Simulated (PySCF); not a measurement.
Molecule: [1.1.1]propellane, C5H6.

Bonds (- single, = double, # triple, : aromatic): C1-C2, C2-C3, C3-C4, C4-C5, C4-C1, C4-C2, C5-C2. C1 carries H6, H7; C3 carries H8, H9; C5 carries H10, H11.

Frames of a GFN2-xTB Langevin trajectory at 300 K; GIAO PBE0/pcSseg-1 shieldings in PySCF 2.14, gas phase, non-relativistic; equivalent atoms averaged within each frame.

δ = σ(ref) − σ, references computed at the same level: 13C (σref 186.93) and 1H (σref 31.72) against TMS. The references are static minima.

Problem. How do the shifts (ppm) fluctuate along the trajectory?

Solution. 
```
         time (fs)  C1/C3/C5  C2/C4  H6/H7/H8/H9/H10/H11
optimised geometry      79.8    0.9                 2.06
               250      85.2    3.5                 2.13
               425      82.6    2.9                 2.37
               625      82.9    7.2                 1.70
               800      84.6    8.0                 2.18
              1000      84.2    2.9                 2.47
    mean of frames      83.9    4.9                 2.17
standard deviation       1.1    2.5                 0.30
```

5 frames give an uncertainty of the mean of about the standard deviation over 2.2 at best, since frames this close in time may not be independent; classical motion lacks zero-point vibration, and the reference would need the same averaging.
